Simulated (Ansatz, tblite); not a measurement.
# AlH3: rung by rung

Aim: run the singlet of AlH3 at one geometry on many levels, and compare frontier levels, spin and run time.

The runs use Ansatz 0.2.0, Gaussian basis; as each input shows.

The runs, in order: GFN1-xTB, GFN2-xTB, PBE-D4/def2-TZVP, r2SCAN-D4/def2-TZVP, HF/def2-TZVP, revPBE-D4/def2-TZVP, LC-ωPBE/def2-TZVP, PBE-QIDH/def2-TZVP, CAM-B3LYP-D4/def2-TZVP, B2PLYP/def2-TZVP, LDA/def2-TZVP, PBE-D4/def2-SVP, PBE0-D4/def2-SVP, PBE0-D4/def2-TZVPD, PBE-D4/def2-TZVPD, r2SCAN-D4/def2-TZVPD, CCSD(T)/def2-TZVPP, MP2/def2-TZVP, RPA/def2-TZVP, CCSD(T)/def2-TZVPD.

## (1) The relaxed structure

The singlet was relaxed beforehand with PBE0-D4/def2-TZVP.

4 atoms, charge 0, spin multiplicity 1.

Bond lengths: Al1–H2 1.586 Å, Al1–H3 1.586 Å, Al1–H4 1.586 Å. Angles: H2–Al1–H3 120.0°, H2–Al1–H4 120.0°, H3–Al1–H4 120.0°.

PBE0-D4/def2-TZVP was run before; its log isn't repeated, and its numbers join the tables.

## (2) GFN1-xTB

Tight binding, by tblite at 300 K electronic temperature and without a spin-polarisation term:

```python
tblite.interface.Calculator('GFN1-xTB', numbers, positions, charge=0, uhf=0).singlepoint()
```

Energy -78.3420 eV, HOMO -12.30 eV, LUMO -5.68 eV; 0.002 s.

## (3) GFN2-xTB

Tight binding, by tblite at 300 K electronic temperature and without a spin-polarisation term:

```python
tblite.interface.Calculator('GFN2-xTB', numbers, positions, charge=0, uhf=0).singlepoint()
```

Energy -70.4013 eV, HOMO -11.53 eV, LUMO -6.34 eV; 0.001 s.

## (4) PBE-D4/def2-TZVP

start.molden holds the orbitals of an earlier run on this state, given as this run's starting guess.

Input file in.yaml:

```yaml
crystal:
  periodic: [false, false, false]
  atoms:
    - {symbol: Al, position_ang: [0.000001, 0.000000, 0.000010]}
    - {symbol: H, position_ang: [1.585410, -0.031150, 0.014922]}
    - {symbol: H, position_ang: [-0.765616, 1.388584, -0.019520]}
    - {symbol: H, position_ang: [-0.819794, -1.357434, 0.004579]}
basis:
  gaussian: {orbitals: def2-TZVP, initial_orbitals: start.molden}
hamiltonian: {xc: pbe, dispersion: d4}
scf: {omitted_lower_state_checks: [starts]}
output: {orbitals: {seedname: orbitals}}
```

Started as:

```sh
$ ansatz run in.yaml --threads 4 --pin off --events-out ev --progress --plain --max-ram 3916MiB
```

Further steps of the session: r2SCAN-D4/def2-TZVP; HF/def2-TZVP; revPBE-D4/def2-TZVP; LC-ωPBE/def2-TZVP; PBE-QIDH/def2-TZVP; CAM-B3LYP-D4/def2-TZVP; B2PLYP/def2-TZVP; LDA/def2-TZVP; PBE-D4/def2-SVP; PBE0-D4/def2-SVP; PBE0-D4/def2-TZVPD; PBE-D4/def2-TZVPD; r2SCAN-D4/def2-TZVPD; CCSD(T)/def2-TZVPP; MP2/def2-TZVP; RPA/def2-TZVP; CCSD(T)/def2-TZVPD.

Before running them: what should the planned runs give, taken together? Wanted: gap in def2-TZVP, named functionals and Hartree-Fock, smallest and largest; correlation energy, CCSD(T)/def2-TZVPP; correlation energy, MP2/def2-TZVP; correlation energy, CCSD(T)/def2-TZVPD; binding an atom, CCSD(T)/def2-TZVPP; PBE0 total energy, smallest basis above largest.

**Answer**, as computed:

| quantity | value |
| --- | --- |
| gap in def2-TZVP, named functionals and Hartree-Fock, smallest and largest | 4.55 eV (LDA), 12.63 eV (HF) |
| correlation energy, CCSD(T)/def2-TZVPP | -3.24 eV |
| correlation energy, MP2/def2-TZVP | -2.31 eV |
| correlation energy, CCSD(T)/def2-TZVPD | -3.05 eV |
| binding an atom, CCSD(T)/def2-TZVPP | 2.279 eV |
| PBE0 total energy, smallest basis above largest | 2.36 eV (def2-SVP, def2-TZVPD) |

What this shows: Over the named functionals and Hartree-Fock in def2-TZVP the gap runs from 4.55 eV (LDA) to 12.63 eV (HF); exact exchange widens it. The functionals in def2-TZVP miss CCSD(T)/def2-TZVPP by -0.071 (revPBE-D4) to +0.156 eV (LDA) an atom. CCSD(T)/def2-TZVPP isn't at the basis-set limit; small misses against it rank nothing.
